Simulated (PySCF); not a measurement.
Compound: C4H5FO.
SMILES: `C=CCC(=O)F`

Torsions of this conformer, `[CH2:1]=[CH:2][CH2:3][C:4](=[O:5])[F:6]`: C1–C2–C3–C4 132°, C2–C3–C4–O5 7°.

The closed-shell ground state was solved at several levels (PySCF, density fitting, gas phase, non-relativistic). Geometry: GFN2-xTB, one conformer, isolated molecule.

```
        level  basis functions  HOMO (eV)  LUMO (eV)  gap (eV)  dipole (D)
PBE0/pcSseg-1              127      -8.13      -0.43      7.70        2.96
  B3LYP/pcJ-1              212      -7.87      -0.73      7.14        2.96
```

Task: Estimate the row for CAM-B3LYP/def2-SVPD, a basis of 166 functions; the other rows only guide the guess.

Result: HOMO -9.53 eV, LUMO 0.55 eV, gap 10.08 eV, dipole 3.06 D.

Task: Over all these levels, which gives the widest orbital gap and which the narrowest?

Result: CAM-B3LYP/def2-SVPD (range-separated hybrid) has the widest, 10.08 eV, and B3LYP/pcJ-1 (global hybrid, 20 % exact exchange) the narrowest, 7.14 eV. Functional and basis both differ between the two, so the spread mixes both effects.

Task: How far do the dipole and the HOMO energy spread over the levels?

Result: The dipole runs from 2.96 to 3.06 D (mean 2.99 D) and the HOMO from -9.53 to -7.87 eV.
